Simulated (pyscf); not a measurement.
O=Ge=O (SMILES [O]=[Ge]=[O]) + HCl (SMILES Cl) -> O=Ge(OH)–Cl (SMILES [O]=[Ge]([OH])[Cl]) (addition across a multiple bond or ene-type step; singlet surface; Cl–H broken, Cl–Ge, H–O formed). Optimised with ωB97X-D3(BJ)/def2-SVP in PySCF. Correlated levels are frozen-core, on RHF or UHF. ΔMP2 is the change of the MP2 total energy from the triple- to the quadruple-zeta basis. Energies in kcal/mol from the separated reactants.

| level | barrier | reaction energy |
|---|---|---|
| PBE/def2-TZVP | -6.2 | -49.9 |
| r²SCAN/def2-TZVP | -6.6 | -55.6 |
| B3LYP-D3(BJ)/def2-TZVP | -4.6 | -54.1 |
| PBE0-D3(BJ)/def2-TZVP | -6.8 | -58.2 |
| HF/def2-TZVP | 4.4 | -64.5 |
| CCSD(T)/def2-TZVPP | -1.7 | -53.8 |
| CCSD(T)/def2-TZVPP + ΔMP2(QZVPP) | -1.9 | -53.8 |

On the reactant side the descent ends in a bound adduct, 8.0 kcal/mol under the separated species and 2.0 kcal/mol under the saddle at ωB97X-D3(BJ)/def2-TZVP. At PBE, r²SCAN, B3LYP-D3(BJ), PBE0-D3(BJ), CCSD(T), CCSD(T) the saddle lies under the separated reactants, which points to a path from their complex (located at ωB97X-D3(BJ) alone). At ωB97X-D3(BJ) the barrier from the zero used here is -6.1 kcal/mol. One saddle was located; it need not be the lowest between these sides. The CCSD(T) − MP2 part came from Ansatz, without density fitting, on the same reference. The frozen core leaves the outer d or s,p core shells of the metals and heavy elements correlated in the MP2 and CC values, and def2-TZVPP describes them poorly, which can shift differences by a few kcal/mol. Elements up to Kr have no core potential and no relativistic terms here.
